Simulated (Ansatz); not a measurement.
# C2H4N2: the cost of one run

Method: the levels named in each step, in Ansatz 0.2.0.

## (1) Starting point

Bond lengths: N1–C2 1.142 Å, C2–C3 1.448 Å, C3–N4 1.455 Å, C3–H5 1.096 Å, C3–H6 1.107 Å, N4–H7 1.014 Å, N4–H8 1.013 Å. Angles: N1–C2–C3 178.3°, C2–C3–N4 110.5°, C2–C3–H5 108.2°, C2–C3–H6 107.0°, N4–C3–H5 108.3°, N4–C3–H6 114.5°, H5–C3–H6 108.2°, C3–N4–H7 111.0°, C3–N4–H8 110.4°, H7–N4–H8 108.6°.

As a file:

```xyz
8

N     1.7627   -0.5318    0.0216
C     0.7580    0.0092    0.0735
C    -0.5214    0.6790    0.1792
N    -1.5897   -0.1874   -0.2961
H    -0.4937    1.5716   -0.4567
H    -0.6294    1.0067    1.2311
H    -1.6127   -1.0563    0.2265
H    -2.4873    0.2722   -0.1973
```

## (2) A rough first relaxation, PBE-D4/def2-SVP

This run stands in another session on the same molecule. It ended at:

```xyz
8

N     1.8344   -0.5095   -0.0101
C     0.7904    0.0155    0.0580
C    -0.5307    0.6498    0.1874
N    -1.5909   -0.2202   -0.3095
H    -0.5113    1.5788   -0.4233
H    -0.6198    0.9901    1.2526
H    -1.7032   -1.0307    0.3124
H    -2.4823    0.2893   -0.2859
```

## (3) Relaxation, HF/STO-3G

Contents of input.yaml:

```yaml
crystal:
  periodic: [false, false, false]
  atoms:
    - { symbol: "N", position_ang: [1.83438048, -0.50947868, -0.0100747] }
    - { symbol: C, position_ang: [0.79036118, 0.01552817, 0.05802134] }
    - { symbol: C, position_ang: [-0.53074336, 0.64979502, 0.18736432] }
    - { symbol: "N", position_ang: [-1.59089022, -0.22019287, -0.30953673] }
    - { symbol: H, position_ang: [-0.51130164, 1.57876525, -0.42326082] }
    - { symbol: H, position_ang: [-0.61975343, 0.99005967, 1.25263831] }
    - { symbol: H, position_ang: [-1.70324117, -1.03067772, 0.31243201] }
    - { symbol: H, position_ang: [-2.48230183, 0.28928116, -0.28586372] }
basis:
  gaussian: { orbitals: STO-3G }
hamiltonian:
  xc: hf
relax:
  f_tol: 0.002
  max_steps: 150
```

Command:

```console
ansatz run input.yaml --threads 2 --pin off --max-ram 5120MiB --backend cpu --events-out ev --progress --plain --runs-dir out
```

What time and memory should one allow on 2 threads of Intel Xeon at 2.50GHz (Skylake/Cascade Lake), shared host?

About 11 s, with a peak of 0.095 GiB.
